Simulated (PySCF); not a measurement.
# C₅H₇N: runs on many settings, part 2 of 2

PySCF 2.14.0. Atoms count from 0. The steps go on from the part before.

## 4. NMR shieldings: PBE0/pcSseg-1

What the job is given:

```
{"job": {"kind": "nmr", "xc": "PBE0", "basis": "pcSseg-1", "pop": false, "scf": {"damp": 0.3}}, "charge": 0, "multiplicity": 1}
C      2.128180     0.290608     0.424313
C      1.291919    -0.215814    -0.472438
C     -0.148038    -0.342083    -0.273444
C     -0.935813    -0.949098    -1.171802
N     -0.629664     0.092146     0.951924
C     -1.634574     0.828295     1.079303
H      1.776500     0.634629     1.382191
H      3.185303     0.364487     0.234342
H      1.650897    -0.566144    -1.430659
H     -1.991089    -1.074581    -1.000045
H     -0.529330    -1.389732    -2.064688
H     -1.972037     1.067961     2.078003
H     -2.196640     1.259812     0.245271
```

Level: GIAO PBE0/pcSseg-1 NMR shielding, non-relativistic, gas phase.

Log:

```text
damping 0.30 in the first 6 cycles
final grid: 104640 points
cycle   1  E = -249.0524772593  dE =  7.993e-01  |g| = 3.671e-01  |ddm| = 3.264e+00
cycle   2  E = -249.0764436103  dE = -2.397e-02  |g| = 2.368e-01  |ddm| = 4.903e-01
cycle   3  E = -249.0797645193  dE = -3.321e-03  |g| = 2.090e-01  |ddm| = 3.133e-01
cycle   4  E = -249.0797512114  dE =  1.331e-05  |g| = 2.121e-01  |ddm| = 2.801e-01
cycle   5  E = -249.0788368875  dE =  9.143e-04  |g| = 2.229e-01  |ddm| = 2.923e-01
cycle   6  E = -249.0467670385  dE =  3.207e-02  |g| = 4.394e-01  |ddm| = 4.601e-01
cycle   7  E = -248.9332326878  dE =  1.135e-01  |g| = 8.501e-01  |ddm| = 8.667e-01
cycle   8  E = -249.0892136913  dE = -1.560e-01  |g| = 4.106e-02  |ddm| = 5.588e-01
cycle   9  E = -249.0894439821  dE = -2.303e-04  |g| = 2.830e-02  |ddm| = 5.258e-02
cycle  10  E = -249.0896580992  dE = -2.141e-04  |g| = 3.202e-03  |ddm| = 2.543e-02
cycle  11  E = -249.0896603591  dE = -2.260e-06  |g| = 1.502e-03  |ddm| = 3.914e-03
cycle  12  E = -249.0896609398  dE = -5.807e-07  |g| = 3.452e-04  |ddm| = 1.364e-03
cycle  13  E = -249.0896609687  dE = -2.898e-08  |g| = 7.563e-05  |ddm| = 3.577e-04
cycle  14  E = -249.0896609704  dE = -1.644e-09  |g| = 1.495e-05  |ddm| = 1.138e-04
cycle  15  E = -249.0896609705  dE = -7.554e-11  |g| = 7.183e-06  |ddm| = 2.489e-05
converged SCF energy = -249.0896609705

GIAO shielding tensors (ppm)
atom      isotropic    diamagn.    paramagn.     s11        s22        s33       span
  0 C       62.329     253.960    -191.631    -48.475     62.917    172.545    221.020
  1 C       44.888     254.027    -209.139    -67.620     57.072    145.213    212.833
  2 C       22.460     255.125    -232.665    -84.150     23.705    127.826    211.976
  3 C       85.076     254.207    -169.130     17.923     83.200    154.106    136.183
  4 N     -139.183     331.052    -470.236   -468.501   -174.088    225.038    693.539
  5 C       34.370     255.339    -220.970    -50.909     26.163    127.855    178.764
  6 H       25.747      31.683      -5.936     23.415     24.250     29.576      6.161
  7 H       26.145      28.605      -2.460     23.874     25.582     28.978      5.104
  8 H       25.186      31.723      -6.537     23.093     23.863     28.603      5.510
  9 H       27.239      31.410      -4.171     24.859     26.284     30.573      5.713
 10 H       27.389      31.422      -4.034     25.488     26.576     30.102      4.614
 11 H       24.522      29.841      -5.319     22.918     24.511     26.137      3.219
 12 H       23.964      31.424      -7.460     21.630     24.248     26.014      4.384
```

Wall time 9.8 s (1 thread of Arm Neoverse V2, shared host); peak memory 0.72 GiB.

This run: δ C2 164.5, C5 152.6, C1 142.0, C0 124.6, H12 7.75, H11 7.20 ppm.

## 5. Nuclear shieldings: B97-2/pcSseg-1

Same as in step 4 but for these lines:

```diff
@@ -1,2 +1,2 @@
-{"job": {"kind": "nmr", "xc": "PBE0", "basis": "pcSseg-1", "pop": false, "scf": {"damp": 0.3}}, "charge": 0, "multiplicity": 1}
+{"job": {"kind": "nmr", "xc": "B97-2", "basis": "pcSseg-1", "pop": true, "scf": {"aux": "def2-qzvpp-jkfit"}}, "charge": 0, "multiplicity": 1}
 C      2.128180     0.290608     0.424313
```

With the program's defaults for keys left out, this is: GIAO B97-2/pcSseg-1 NMR shielding, non-relativistic, gas phase.

Log:

```text
final grid: 104640 points
cycle   1  E = -249.2632921314  dE =  7.666e-01  |g| = 3.830e-01  |ddm| = 3.278e+00
cycle   2  E = -249.2435522594  dE =  1.974e-02  |g| = 4.900e-01  |ddm| = 7.610e-01
cycle   3  E = -249.3003548656  dE = -5.680e-02  |g| = 1.242e-01  |ddm| = 4.529e-01
cycle   4  E = -249.3035497236  dE = -3.195e-03  |g| = 3.111e-02  |ddm| = 9.191e-02
cycle   5  E = -249.3037052934  dE = -1.556e-04  |g| = 1.619e-02  |ddm| = 3.762e-02
cycle   6  E = -249.3037762314  dE = -7.094e-05  |g| = 2.543e-03  |ddm| = 1.586e-02
cycle   7  E = -249.3037776168  dE = -1.385e-06  |g| = 9.984e-04  |ddm| = 2.929e-03
cycle   8  E = -249.3037778753  dE = -2.585e-07  |g| = 3.039e-04  |ddm| = 1.121e-03
cycle   9  E = -249.3037778983  dE = -2.297e-08  |g| = 8.953e-05  |ddm| = 3.217e-04
cycle  10  E = -249.3037779003  dE = -2.042e-09  |g| = 1.374e-05  |ddm| = 8.409e-05
cycle  11  E = -249.3037779003  dE = -4.189e-11  |g| = 4.941e-06  |ddm| = 1.836e-05
converged SCF energy = -249.3037779003

GIAO shielding tensors (ppm)
atom      isotropic    diamagn.    paramagn.     s11        s22        s33       span
  0 C       64.753     253.903    -189.150    -42.937     65.854    171.342    214.279
  1 C       47.517     253.942    -206.425    -62.014     59.691    144.875    206.889
  2 C       25.087     255.162    -230.074    -78.548     26.134    127.676    206.224
  3 C       86.753     254.202    -167.449     21.426     85.175    153.658    132.232
  4 N     -129.461     331.009    -460.469   -446.632   -165.521    223.771    670.403
  5 C       37.162     255.352    -218.189    -46.610     30.771    127.326    173.937
  6 H       25.914      31.900      -5.986     23.636     24.412     29.695      6.059
  7 H       26.328      28.700      -2.373     24.103     25.759     29.122      5.019
  8 H       25.366      31.902      -6.536     23.346     24.052     28.699      5.353
  9 H       27.395      31.570      -4.175     25.046     26.444     30.696      5.650
 10 H       27.531      31.585      -4.054     25.632     26.732     30.229      4.597
 11 H       24.693      29.980      -5.288     23.083     24.652     26.343      3.260
 12 H       24.125      31.610      -7.485     21.784     24.377     26.215      4.431
```

Wall time 9.1 s (1 thread of Arm Neoverse V2, shared host); peak memory 0.68 GiB.

In short: δ C2 161.1, C5 149.0, C1 138.7, C0 121.4, H12 7.70, H11 7.13 ppm.

## 6. TDDFT and polarisability: X3LYP/ANO-RCC-VDZP in chloroform

Same as in step 5 but for these lines:

```diff
@@ -1,2 +1,2 @@
-{"job": {"kind": "nmr", "xc": "B97-2", "basis": "pcSseg-1", "pop": true, "scf": {"aux": "def2-qzvpp-jkfit"}}, "charge": 0, "multiplicity": 1}
+{"job": {"kind": "uv", "xc": "X3LYP", "basis": "ANO-RCC-VDZP", "solvent": "chloroform", "nstates": 12, "ntriplets": 0, "tda": false}, "charge": 0, "multiplicity": 1}
 C      2.128180     0.290608     0.424313
```

Level: TDDFT X3LYP/ANO-RCC-VDZP, vertical, IEF-PCM chloroform (non-equilibrium linear response), core orbitals frozen in the response.

Log:

```text
coarse grid: 10832 points
cycle   1  E = -249.3358439630  dE =  7.740e-01  |g| = 4.069e-01  |ddm| = 5.128e+00
cycle   2  E = -249.3221050570  dE =  1.374e-02  |g| = 4.837e-01  |ddm| = 8.908e-01
cycle   3  E = -249.3791723578  dE = -5.707e-02  |g| = 1.114e-01  |ddm| = 5.385e-01
cycle   4  E = -249.3817530291  dE = -2.581e-03  |g| = 3.001e-02  |ddm| = 1.115e-01
cycle   5  E = -249.3819032253  dE = -1.502e-04  |g| = 1.451e-02  |ddm| = 3.852e-02
cycle   6  E = -249.3819581261  dE = -5.490e-05  |g| = 2.313e-03  |ddm| = 1.654e-02
cycle   7  E = -249.3819593833  dE = -1.257e-06  |g| = 6.676e-04  |ddm| = 2.841e-03
final grid: 104640 points
cycle   8  E = -249.3827142662  dE = -2.925e-05  |g| = 4.990e-03  |ddm| = 3.709e-02
cycle   9  E = -249.3827135313  dE =  7.349e-07  |g| = 5.371e-03  |ddm| = 1.021e-02
cycle  10  E = -249.3827209372  dE = -7.406e-06  |g| = 1.404e-03  |ddm| = 6.199e-03
cycle  11  E = -249.3827213857  dE = -4.486e-07  |g| = 1.307e-04  |ddm| = 1.309e-03
cycle  12  E = -249.3827213886  dE = -2.846e-09  |g| = 6.334e-05  |ddm| = 1.715e-04
cycle  13  E = -249.3827213896  dE = -1.010e-09  |g| = 1.851e-05  |ddm| = 7.899e-05
cycle  14  E = -249.3827213897  dE = -8.026e-11  |g| = 6.548e-06  |ddm| = 2.219e-05
converged SCF energy = -249.3827213897

Static polarisability (au): isotropic 80.714, principal 42.929 87.069 112.144

Singlet excitations
state   eV       nm        f      main configurations
  1   4.4264    280.1   0.05549   H->L 0.56, H->L+1 0.23, H-1->L 0.15
  2   5.0781    244.2   0.00412   H-1->L 0.73, H->L+1 0.17
  3   5.4321    228.2   0.31961   H->L+1 0.46, H->L 0.33, H-1->L+1 0.19
  4   5.8125    213.3   0.00917   H->L+2 0.97
  5   6.1438    201.8   0.28838   H-1->L+1 0.67, H->L+1 0.12, H-1->L 0.09
  6   6.3287    195.9   0.00860   H->L+3 0.94
  7   6.5212    190.1   0.04251   H->L+4 0.97
  8   6.7169    184.6   0.12519   H-2->L 0.88
  9   6.9069    179.5   0.01906   H-1->L+2 0.92
 10   7.2583    170.8   0.02995   H-3->L 0.69, H-2->L+1 0.23
 11   7.3441    168.8   0.01241   H-1->L+3 0.89
 12   7.5575    164.1   0.04080   H-1->L+4 0.76
```

Wall time 12 s (1 thread of Arm Neoverse V2, shared host); peak memory 0.64 GiB.

The orbitals next to the gap, with their largest atomic shares:

```csv
orbital,eV,atoms
HOMO−3,-9.53,"C1 21 %, C2 19 %, C0 13 %"
HOMO−2,-8.53,"N4 24 %, C5 24 %, C1 15 %"
HOMO−1,-7.28,"N4 37 %, C0 16 %, C1 15 %"
HOMO,-6.24,"C3 33 %, C0 16 %, C2 16 %"
LUMO,-0.92,"C5 22 %, C3 21 %, N4 15 %"
LUMO+1,-0.15,"C5 20 %, C0 19 %, N4 19 %"
LUMO+2,0.51,"H12 14 %, H10 14 %, H11 13 %"
```

With each of the 12 states as a Gaussian band of 0.4 eV half-width at 1/e, the curve within the window shown has maxima at 279 nm (ε 2,300), 227 nm (ε 14,000), 201 nm (ε 14,000) L/(mol cm). Beyond the last state computed it falls off for lack of states. The curve at chosen wavelengths:

```tsv
nm	ε (L/mol/cm)
158	1171
165	2993
171	3865
178	5911
185	9019
191	11431
198	13861
204	13748
211	11923
218	12151
224	13518
231	13154
238	9900
244	6452
251	3490
258	2153
264	1930
271	2115
278	2280
284	2219
291	1909
297	1527
304	1068
311	681
317	435
324	242
```

Ground-state properties from the same run:

```csv
property,computed
dipole moment (D),1.48
polarisability (Å³),11.96
HOMO–LUMO gap (eV),5.32
−ε(HOMO) (eV),6.24
```

## 7. Side by side: NMR shifts

Shifts (ppm) of some atoms, chosen among heavy atoms and hydrogens apart, with basis size and wall time:

```csv
run,C2,C5,C0,C3,H12,H8,N4,functions,time
PBE0/def2-SVPD,155.3,143.8,114.5,93.6,8.06,6.80,372.7,176,13 s
PBE0/pcSseg-1,164.5,152.6,124.6,101.8,7.75,6.53,406.9,137,9.8 s
B97-2/pcSseg-1,161.1,149.0,121.4,99.4,7.70,6.46,394.5,137,9.1 s
```

## 8. Summary of results

What follows sums up all 2 parts.

| quantity | value |
| --- | --- |
| largest coupling of the table (BP86/aug-pcSseg-1) | ¹J(C,H) C5–H11, 171.4 Hz |
| ¹³C shifts against TMS (PBE0/def2-SVPD) | 155.3, 143.8, 133.9, 114.5, 93.6 ppm |
| ¹H shifts against TMS (PBE0/def2-SVPD) | 8.06, 7.31, 6.80, 6.00, 5.52, 4.43, 4.36 ppm |
| ¹⁵N shifts against NH3 (PBE0/def2-SVPD) | 372.7 ppm |
| lowest singlet (X3LYP/ANO-RCC-VDZP) | 4.43 eV (280 nm), f = 0.055 |
| brightest single state of those computed | state 3, 5.43 eV, f = 0.320 |
| range of the shift of N4 | 372.7 to 406.9 ppm |

What this shows: Single values in the summary come from the first run of each kind that ended normally (BP86/aug-pcSseg-1; PBE0/def2-SVPD; X3LYP/ANO-RCC-VDZP), which need not be the best level. In the run at BP86/aug-pcSseg-1, the largest coupling of the table is C5–H11, 171.4 Hz, of which the Fermi-contact term gives 170.7 Hz. Couplings across rotatable bonds belong to this one conformer; where others are populated, the observed values are averages. At PBE0/def2-SVPD: Shielding is most anisotropic at N4 (span 642 ppm, paramagnetic term -387 ppm). The lowest singlet, at 4.43 eV, is HOMO→LUMO 0.56, HOMO→LUMO+1 0.23 and is bright; of the 12 states computed, the strongest absorption comes from state 3 at 5.43 eV. In ppm, N4 moves most: its shift spreads over 34.2 ppm, from 372.7 (PBE0/def2-SVPD) to 406.9 (PBE0/pcSseg-1). Couplings from bases without tight functions are rough.
